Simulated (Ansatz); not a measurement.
Results of r²SCAN (Ansatz, a program for electronic structure, plane waves, PAW) for rutile SnO2.

Settings: plane-wave cutoff 560 eV, 8×8×10 k mesh (along the axes of the cell as run), Fermi–Dirac smearing 0.01 eV, scalar-relativistic PAW data made under PBE.

Shape and atoms are relaxed at each volume.

The direct gap at Γ against volume; x = 100 ln(V/12.086 Å³). One gap is withheld.

| V (Å³/atom) | x | gap (eV) |
|---|---|---|
| 11.602 | -4.09 | 2.231 |
| 11.844 | -2.02 | 1.993 |
| 12.086 | 0.00 | 1.769 |
| 12.327 | 1.97 | 1.559 |
| 12.569 | 3.92 | ? |

### Question
Fit a straight line to the rows shown, give the volume deformation potential and predict the withheld gap.

### Answer
Means of the 4 rows: x̄ = -1.035, ȳ = 1.8880 eV. Σ(x − x̄)(y − ȳ) = -2.2631 and Σ(x − x̄)² = 20.404, so the slope is -0.1109 eV per unit of x, and dE_g/d ln V = -11.1 eV. At x = 3.92: 1.8880 + (-0.1109) × (3.92 − (-1.035)) = 1.338 eV. The run gives 1.366 eV, 0.028 eV above the line, as the curve bends the same way over all rows.

Measured, for comparison: band gap 3.81 eV (zero-point renormalisation of 215 meV (computed, non-adiabatic AHC, without the lattice-expansion part) added back here to the 1.8 K gap of; inputs from Miglio et al. (2020), arXiv:2011.12765).

Spin–orbit coupling is not included.

Note: the bulk modulus comes from volumes at which shape and atoms were relaxed.
